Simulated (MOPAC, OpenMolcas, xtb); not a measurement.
**AlPH6 (Al(PH3)H3): the dipole moment, rung by rung**

AlPH6: 8 atoms, total charge 0, spin state singlet. As SMILES, `[H][Al]([H])([H])<-[PH3]`. The shape comes from GFN2-xTB, which is rough for such elements, and wasn't checked as a minimum.

Quantity: the dipole moment, in D. The values are calculated.

```json
{"level": "MNDO", "kind": "semi-empirical", "program": "MOPAC", "value (D)": "3.87", "CPU time": "under 2 s"}
{"level": "GFN2-xTB", "kind": "semi-empirical", "program": "xtb", "value (D)": "3.69", "CPU time": "under 2 s"}
{"level": "GFN0-xTB", "kind": "semi-empirical", "program": "xtb", "value (D)": "4.63", "CPU time": "under 2 s"}
{"level": "GFN1-xTB", "kind": "semi-empirical", "program": "xtb", "value (D)": "4.20", "CPU time": "under 2 s"}
{"level": "HF/STO-3G", "kind": "Hartree–Fock", "program": "OpenMolcas", "value (D)": "3.83", "CPU time": "1.1 s"}
{"level": "HF/3-21G", "kind": "Hartree–Fock", "program": "OpenMolcas", "value (D)": "4.03", "CPU time": "1.2 s"}
{"level": "HF/def2-SVP", "kind": "Hartree–Fock", "program": "OpenMolcas", "value (D)": "4.17", "CPU time": "2.5 s"}
{"level": "SVWN5/6-31G* (spherical functions)", "kind": "LDA", "program": "OpenMolcas", "value (D)": "4.05", "CPU time": "7 s"}
{"level": "BLYP/3-21G", "kind": "GGA", "program": "OpenMolcas", "value (D)": "4.22", "CPU time": "7.2 s"}
{"level": "BLYP/6-31G", "kind": "GGA", "program": "OpenMolcas", "value (D)": "4.29", "CPU time": "7.9 s"}
```

The values span 3.69 to 4.63 D. Sets without polarisation functions give poor dipoles. Times are those of the runs behind each value, whatever else they computed, on shared processors of several kinds: orders of magnitude only.
